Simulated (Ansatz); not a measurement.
**H2SO2 (SMILES O=[SH2]=O) at 6 levels**

Aim: a comparison of 6 runs (PBE/STO-3G, UB3LYP/STO-3G, wB97X/STO-3G, RPA@PBE/STO-3G, CCSD/STO-3G, FCI/STO-3G) of H2SO2. 

The results are computed with Ansatz 0.2.0.

45 further runs of the same task are left out: 1 that didn't finish, 44 set aside as unsound or not needed.

## 1. The system as given

H2SO2 has 5 atoms, charge 0, and is taken as a singlet. As SMILES, `O=[SH2]=O`. The H4–S2 distance was set to 3.497 Å, away from the relaxed value. At this shape a bond of the SMILES string is far longer than usual.

Bond lengths: O1–S2 1.425 Å, S2–O3 1.425 Å, S2–H5 1.399 Å. Angles: O1–S2–O3 121.4°, O1–S2–H5 107.9°, O3–S2–H5 107.9°.

## 2. A single-point energy at PBE/STO-3G (run 1)

molecule.yaml

```yaml
crystal:
  periodic: [false, false, false]
  atoms:
    - {symbol: O, position_ang: [-0.128335, 1.517836, 2.500846]}
    - {symbol: S, position_ang: [0.871485, 1.227876, 1.527686]}
    - {symbol: O, position_ang: [2.127485, 0.665736, 1.898156]}
    - {symbol: H, position_ang: [-0.558620, -0.842170, -0.901330]}
    - {symbol: H, position_ang: [1.120205, 2.398786, 0.804226]}
basis:
  gaussian: {orbitals: STO-3G}
total_charge: 0
hamiltonian: {xc: pbe}
accuracy: high
```

Started as:

```bash
$ ansatz run molecule.yaml --threads 1 --pin off --max-ram 2610MiB --events-out events.jsonl --progress --plain --runs-dir runs
```

The program printed:

```text
Warning: RAYON_NUM_THREADS=1 ignored (pool sized by the plan → 1); use --threads N
Functional definition: PBE
  name "PBE"
  parameter kappa = 0.804
  parameter beta = 0.06672455060314922
  exchange = pbe_x(kappa = kappa, mu = beta*pi^2/3)
  correlation = pbe_c(beta = beta)
382 factors; integrals over basis functions are off by at most 2.6e-8 eV
mean field evaluation 1: about -14745.4781 eV, gradient 5.2e1 eV
mean field evaluation 2: about -14732.5406 eV, gradient 6.8e1 eV
mean field evaluation 4: about -14750.4324 eV, gradient 3.0e1 eV
mean field evaluation 8: about -14750.5552 eV, gradient 1.8e1 eV
mean field evaluation 16: about -14762.2754 eV, gradient 7.8e-5 eV
mean field -14762.27536103 eV, -542.5036132882 hartree, gradient 2.9e-8 eV, S^2 0.000000; 0 other end points of the search recorded, 0 dependent functions left out
reference -14762.27536264 eV, -542.5036133473 hartree; 17, 17 occupied and 4, 4 virtual orbitals, 382 factors
Total energy: -14762.27536264 eV, -542.5036133473 hartree
```

Run time: 1.4 s. Hardware: 1 thread of Arm Neoverse V1, shared host; peak memory 0.095 GiB.

## 3. A single-point energy at UB3LYP/STO-3G (run 2)

input.yaml

```yaml
crystal:
  periodic: [false, false, false]
  atoms:
    - {symbol: O, position_ang: [-0.128335, 1.517836, 2.500846]}
    - {symbol: S, position_ang: [0.871485, 1.227876, 1.527686]}
    - {symbol: O, position_ang: [2.127485, 0.665736, 1.898156]}
    - {symbol: H, position_ang: [-0.558620, -0.842170, -0.901330]}
    - {symbol: H, position_ang: [1.120205, 2.398786, 0.804226]}
basis:
  gaussian:
    orbitals: STO-3G
magnetization:
  spin_polarized: true
  initial_magnetization: 0
hamiltonian:
  xc: {name: B3LYP}
accuracy: high
```

Started as:

```bash
$ ansatz run input.yaml --threads 1 --pin off --max-ram 2610MiB --events-out events.jsonl --progress --plain --runs-dir runs
```

The program printed:

```text
Warning: RAYON_NUM_THREADS=1 ignored (pool sized by the plan → 1); use --threads N
Functional definition: B3LYP
  name "B3LYP"
  parameter a0 = 0.2
  parameter ax = 0.72
  parameter ac = 0.81
  exchange = (1 - a0 - ax)*slater_x + ax*b88_x + a0*exact_x
  correlation = (1 - ac)*vwn_rpa_c + ac*lyp_c
382 factors; integrals over basis functions are off by at most 2.6e-8 eV
mean field evaluation 1: about -14754.1376 eV, gradient 3.6e1 eV
mean field evaluation 2: about -14748.6011 eV, gradient 3.6e1 eV
mean field evaluation 4: about -14761.3776 eV, gradient 1.2e1 eV
mean field evaluation 8: about -14761.5261 eV, gradient 1.8e1 eV
mean field evaluation 16: about -14772.0456 eV, gradient 2.0e-1 eV
mean field evaluation 32: about -14772.0212 eV, gradient 1.2e-1 eV
mean field evaluation 64: about -14772.0464 eV, gradient 2.7e-6 eV
mean field -14772.04637196 eV, -542.8626913171 hartree, gradient 1.6e-8 eV, S^2 1.002315; 3 other end points of the search recorded, 0 dependent functions left out
reference -14772.04639870 eV, -542.8626922995 hartree; 17, 17 occupied and 4, 4 virtual orbitals, 382 factors
Total energy: -14772.04639870 eV, -542.8626922995 hartree
```

Wall time 5.1 s (1 thread of Arm Neoverse V1, shared host); peak memory 0.13 GiB.

## 4. The energy at wB97X/STO-3G (run 3)

job.yaml

```yaml
crystal:
  periodic: [false, false, false]
  atoms:
    - {symbol: O, position_ang: [-0.128335, 1.517836, 2.500846]}
    - {symbol: S, position_ang: [0.871485, 1.227876, 1.527686]}
    - {symbol: O, position_ang: [2.127485, 0.665736, 1.898156]}
    - {symbol: H, position_ang: [-0.558620, -0.842170, -0.901330]}
    - {symbol: H, position_ang: [1.120205, 2.398786, 0.804226]}
basis:
  gaussian:
    orbitals: STO-3G
hamiltonian:
  xc: {name: wB97X}
accuracy: high
```

Started as:

```bash
$ ansatz run job.yaml --threads 1 --pin off --max-ram 2610MiB --events-out events.jsonl --progress --plain --runs-dir runs
```

The program printed (excerpt; [...] marks lines left out):

```text
Warning: RAYON_NUM_THREADS=1 ignored (pool sized by the plan → 1); use --threads N
Functional definition: wB97X
  name "wB97X"
[...]
      + exact_x_lr(omega)
[...]
      + integral(e_c_pw_opposite_spin*poly(b97_u_opposite, 1, cos1, cos2, cos3, cos4))
382 factors; integrals over basis functions are off by at most 2.6e-8 eV
139 factors; integrals over basis functions are off by at most 8.9e-10 eV
[...]
mean field -14767.94199368 eV, -542.7118581971 hartree, gradient 7.6e-9 eV, S^2 0.000000; 0 other end points of the search recorded, 0 dependent functions left out
reference -14767.94199219 eV, -542.7118581424 hartree; 17, 17 occupied and 4, 4 virtual orbitals, 382 factors
Total energy: -14767.94199219 eV, -542.7118581424 hartree
```

Run time: 5.7 s. Hardware: 1 thread of Arm Neoverse V1, shared host; peak memory 0.24 GiB.

Runs 4 to 5 aren't shown in full; the table further down has their settings and results.

## 5. A single-point energy at FCI/STO-3G (run 6)

Edit input.yaml of step 3 so:

```diff
@@ -11,7 +11,5 @@
     orbitals: STO-3G
-magnetization:
-  spin_polarized: true
-  initial_magnetization: 0
-hamiltonian:
-  xc: {name: B3LYP}
+correlation:
+  method: fci
+  frozen_orbitals: {H: 0, O: 1, S: 5}
 accuracy: high
```

Started as:

```bash
$ ansatz run input.yaml --threads 1 --pin off --max-ram 2610MiB --events-out events.jsonl --progress --plain --runs-dir runs
```

The program printed (excerpt; [...] marks lines left out):

```text
Warning: RAYON_NUM_THREADS=1 ignored (pool sized by the plan → 1); use --threads N
Functional definition: HF
  name "HF"
[...]
382 factors; integrals over basis functions are off by at most 2.6e-8 eV
[...]
mean field -14729.98878541 eV, -541.3171035190 hartree, gradient 2.6e-8 eV, S^2 0.000000; 1 other end points of the search recorded, 0 dependent functions left out; unrestricted orbitals would lower it
[...]
unrestricted determinant -14736.48729149 eV, -541.5559192126 hartree, S^2 1.0154
7 core orbitals not correlated: weight in the atoms' cores, before any rotation towards them, 1.000 or more for the frozen orbitals, at most 0.000 for the correlated occupied ones
reference -14729.98878541 eV, -541.3171035190 hartree; 10, 10 occupied and 4, 4 virtual orbitals, 382 factors
state -14740.54678506 eV, -541.7051028496 hartree
Total energy: -14740.54678506 eV, -541.7051028496 hartree
```

Wall time 6.6 s (1 thread of Arm Neoverse V1, shared host); peak memory 0.14 GiB.

## 6. All runs side by side

```
run           level  frozen core orbitals  energy (Eh)  wall time
  1      PBE/STO-3G                     –  -542.503613      1.4 s
  2   UB3LYP/STO-3G                     –  -542.862692      5.1 s
  3    wB97X/STO-3G                     –  -542.711858      5.7 s
  4  RPA@PBE/STO-3G                     7  -541.757546      2.9 s
  5     CCSD/STO-3G                     7  -541.659091     0.26 s
  6      FCI/STO-3G                     7  -541.705103      6.6 s
```

## 7. Results

| quantity | value |
| --- | --- |
| run 6: total energy | -541.70510 Eh |
| run 6: correlation energy (7 core orbitals frozen) | -388.0 mEh |

Against full CI in this basis: CCSD +46.0 mEh. Totals of different functionals can't be ranked against each other. In run 5 the T1 diagnostic is large, so a single reference may not serve. In runs 4, 5 the log says that unrestricted orbitals would lower the reference, so the values rest on an unstable closed-shell determinant (other closed-shell runs at this shape may share the fault). In runs 1, 2, 3, 4, 5, 6 the basis is minimal, so the values are rough. In runs 1, 3, 4, 5 a closed-shell determinant meets a far-stretched bond, which it describes badly. Spin contamination of the reference: run 2 ⟨S²⟩ = 1.00. Where it is this large, the reference is a mixture of spin states, and values that rest on it are in doubt. All runs together took 22 s, the longest 6.6 s.
